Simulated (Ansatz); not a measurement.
Al$_{2}$H⁺, triplet in 6-31G: errors against full CI

Geometry: that of the Al2H, quartet, kept fixed.

| atom | x (Å) | y (Å) | z (Å) |
| --- | --- | --- | --- |
| Al | 0.0000 | 0.0000 | 0.2591 |
| Al | 0.0000 | 0.0000 | -2.1014 |
| H | 0.0000 | 0.0000 | 1.8423 |

Basis 6-31G; Ansatz 0.2.0. Only valence electrons are correlated (noble-gas cores frozen), which leaves 6 electrons in 18 orbitals. Prefix R: restricted or restricted open-shell reference; prefix U: unrestricted. Active spaces: valence = (6e, 9o) chosen from the atoms' valence shells.

Full CI is exact within this basis and frozen core; it isn't the basis-set limit. The frozen core follows each run's orbitals, which can shift R against U totals by a few meV.

For open shells CISD is restricted-active-space CI with the open shells as a complete middle space.

```
UHF ⟨S²⟩                          : 2.009
T1 diagnostic (RCCSD)             : 0.0432
largest doubles amplitude (RCCSD) : 0.093
T1 diagnostic (UCCSD)             : 0.0325
```

Problem. From what is known of these methods and the diagnostics, rank them by the size of their error in total energy against full CI in 6-31G, smallest first (an estimate: the text doesn't fix the numbers).
A. UCCSD
B. NEVPT2 (valence space)
C. BCCD(T)
D. UCCSDT
E. CISD

Solution. D (0.2 kJ/mol), C (2.1 kJ/mol), A (5.6 kJ/mol), B (7.9 kJ/mol), E (10.5 kJ/mol).

All errors are against full CI in 6-31G. Within each family the higher level lies nearer, as is usual though not guaranteed.

The full-CI state has the irrep B1 of C2v, in the program's axes (one component, if the state is degenerate).

Natural occupations of full CI about the gap: 1.954 1.930 0.995 0.979 0.045 0.036 0.024 0.013 0.011 0.004; effectively unpaired electrons, Σ n²(2−n)², 2.04.
